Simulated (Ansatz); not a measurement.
**S₂O₂: taking an electron away**

An exercise on one series of results from a longer session: the logs are not shown, and one member is left open.

Computed with Ansatz 0.2.0, Gaussian basis. Level: unrestricted cation, the program's frozen cores in correlated methods.

Plan: UKS PBE-D4/def2-TZVPP; UKS r2SCAN-D4/def2-TZVPP; UKS PBE0-D4/def2-TZVPP; UKS B3LYP-D4/def2-TZVPP; UKS wB97X-V/def2-TZVPP; UKS wB97M-V/def2-TZVPP; UKS B2PLYP/def2-TZVPP; UHF-CCSD(T)/def2-TZVPP; UHF-CCSD(T)/def2-QZVPP; extrapolation to the limit; then −ε(HOMO) from the neutral's earlier runs with LDA (SPW92), PBE-D4, revPBE-D4, BLYP-D4, r2SCAN-D4, B97M-V, PBE0-D4, B3LYP-D4, r2SCANh-D4, r2SCAN0-D4, HSE06-D4, BHLYP-D4, CAM-B3LYP-D4, LC-ωPBE, ωB97X-V, ωB97M-V.

### Structure used throughout

An earlier PBE0-D4 in a triple-zeta def2 set relaxation fixed the geometry.

SMILES `O=S=S=O`, 4 atoms, charge 0, spin multiplicity 1.

Atoms are counted from 1 here; the program's logs count them from 0.

Bond lengths: O1–S2 1.464 Å, S2–S3 1.981 Å, S3–O4 1.464 Å. Angles: O1–S2–S3 115.4°, S2–S3–O4 115.4°.

Set-up of the first run:

in.yaml

```yaml
crystal:
  periodic: [false, false, false]
  atoms:
    - {symbol: O, position_ang: [1.307915, 0.037185, 1.158388]}
    - {symbol: S, position_ang: [0.307552, -0.922143, 0.688262]}
    - {symbol: S, position_ang: [-0.919597, -0.249901, -0.714504]}
    - {symbol: O, position_ang: [-0.695860, 1.134859, -1.132147]}
basis:
  gaussian: {orbitals: def2-TZVPP}
total_charge: 1
magnetization: {spin_polarized: true, initial_magnetization: 1}
hamiltonian: {xc: pbe, dispersion: d4}
```

Started as:

```bash
$ ansatz run in.yaml --threads 2 --pin off --events-out ev --progress --plain --max-ram 32768MiB --backend cpu
```

Steps of the session up to this table: Cation, UKS PBE-D4/def2-TZVPP; Cation, UKS r2SCAN-D4/def2-TZVPP; Cation, UKS PBE0-D4/def2-TZVPP; Cation, UKS B3LYP-D4/def2-TZVPP; Cation, UKS wB97X-V/def2-TZVPP; Cation, UKS wB97M-V/def2-TZVPP; Cation, UKS B2PLYP (frozen core)/def2-TZVPP; Cation, UHF-CCSD(T)/def2-TZVPP; Cation, UHF-CCSD(T)/def2-QZVPP.

One table of the session follows, with a row left open; its other results are not shown here.

Orbital estimates, from the neutral's runs:

| functional | −ε(HOMO) (eV) |
| --- | --- |
| LDA (SPW92) | ? |
| PBE-D4 | 6.69 |
| revPBE-D4 | 6.62 |
| BLYP-D4 | 6.53 |
| r2SCAN-D4 | 6.95 |
| B97M-V | 6.95 |
| PBE0-D4 | 7.80 |
| B3LYP-D4 | 7.59 |
| r2SCANh-D4 | 7.36 |
| r2SCAN0-D4 | 7.98 |
| HSE06-D4 | 7.41 |
| BHLYP-D4 | 8.78 |
| CAM-B3LYP-D4 | 8.97 |
| LC-ωPBE | 10.13 |
| ωB97X-V | 9.84 |
| ωB97M-V | 9.71 |

Estimate the missing values for LDA (SPW92).

As computed: −ε(HOMO) (eV): 6.89. In the column «−ε(HOMO) (eV)» it lies between PBE-D4 (6.69) and r2SCAN-D4 (6.95).
